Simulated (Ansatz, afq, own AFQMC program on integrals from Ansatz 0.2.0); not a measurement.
Two steps: Ansatz 0.2.0 writes the Fock matrix and Cholesky factors of the valence space, and afq projects on them the lowest state that overlaps trial and start.

```yaml
crystal:
  periodic: [false, false, false]
  atoms:
    - {symbol: C, position_ang: [-0.214788, 0.816778, -0.777679]}
    - {symbol: N, position_ang: [0.468929, -0.397064, -0.654338]}
    - {symbol: C, position_ang: [0.312362, -0.899408, 0.641455]}
    - {symbol: H, position_ang: [-1.339211, 0.763249, -0.575192]}
    - {symbol: H, position_ang: [-0.115897, 1.251018, -1.794001]}
    - {symbol: H, position_ang: [0.123311, 1.639377, -0.058500]}
    - {symbol: H, position_ang: [-0.769072, -1.093254, 0.959593]}
    - {symbol: H, position_ang: [0.841430, -1.864518, 0.782608]}
    - {symbol: H, position_ang: [0.692935, -0.216167, 1.476064]}
basis:
  gaussian: {orbitals: def2-TZVPD}
magnetization: {spin_polarized: true, initial_magnetization: 1}
correlation: {method: ccsd_t, electrons: outside_noble_gas, hamiltonian_folder: ham}
```

```sh
$ ansatz run in.yaml --threads 1 --pin off --events-out ev --progress --plain --max-ram 24576MiB --backend cuda --devices 0, --max-vram 18GiB
```

afq runs on the folder ham with

```
--method phaseless --trial cisd --walkers 300 --populations 10 --least-time 60 --time-step 0.005 --steps-per-block 50 --equilibration-blocks 28 --max-blocks 4000 --target-error 0.00026 --factor-cut 1e-05 --start spin_pure --seed 6318 --release-times 0.24,0.51,0.99,1.5 --release-step 0.03 --release-every 4 --taylor-order 6
```

Times are imaginary, in 1/Eh. The walk had a cap of 239 s. With eight or more populations the least sampling time is a fifth of least-time, and the error comes from their spread.

Log:

```
orbitals 162  electrons 10 9  factors 1168 of 1168
reference energy -133.66824269 Eh
CCSD correlation -0.56099558 Eh in 11 cycles, weight of the determinant in the CISD state 0.8293
energy of the start -134.228047 Eh
 block  time / (1/Eh)  mean weight  energy / Eh
     1     0.250  0.9993  -134.217816
     2     0.500  1.0012  -134.229798
     3     0.750  1.0000  -134.237102
     4     1.000  0.9994  -134.245145
     5     1.250  0.9995  -134.245313
    10     2.500  0.9996  -134.255742
    31     7.750  1.0007  -134.247448
    56    14.000  0.9986  -134.247649
    61    15.250  1.0002  -134.243366
    81    20.250  1.0005  -134.255274
   106    26.500  1.0004  -134.249007
   131    32.750  1.0005  -134.256828
   156    39.000  0.9993  -134.251305
   161    40.250  1.0007  -134.259334
   181    45.250  1.0000  -134.245081
   206    51.500  0.9996  -134.255380
   211    52.750  0.9976  -134.249162
error from the spread of 10 populations
released: time / (1/Eh)  energy / Eh  error  mean overlap
  0.24  -134.251402  0.000505  0.9933
  0.51  -134.251665  0.000530  0.9841
  0.99  -134.251588  0.000771  0.9731
  1.50  -134.252266  0.000827  0.9639
energy -134.250802 +/- 0.000518 Eh
(rows thinned)
```

The run passed its tests (sampling time, drift between the halves within three errors, error under three times the target), which doesn't prove that it has relaxed, ending at its cap on processor time. The second half of the sampling lies below the first by 1.8 errors of their difference, so the energy may still be moving and its error bar be too small.

Against this walk (error 14.1 meV) on the same determinant: CCSD(T) 17.3 meV higher (within the noise). The error is statistical and leaves out the bias of the constraint. Released to 1.50 1/Eh the energy moves by -40 ± 27 meV (both errors), within twice the noise.

Cautions: constraint bias not in the error; error above the target (14.1 against 7.1 meV).

The walk took 4 min on 1 × NVIDIA H100 80GB HBM3 with 2 threads of AMD EPYC 7R13 Processor (Zen 3), on a shared host (the card was shared). The log's last line is the phaseless energy.
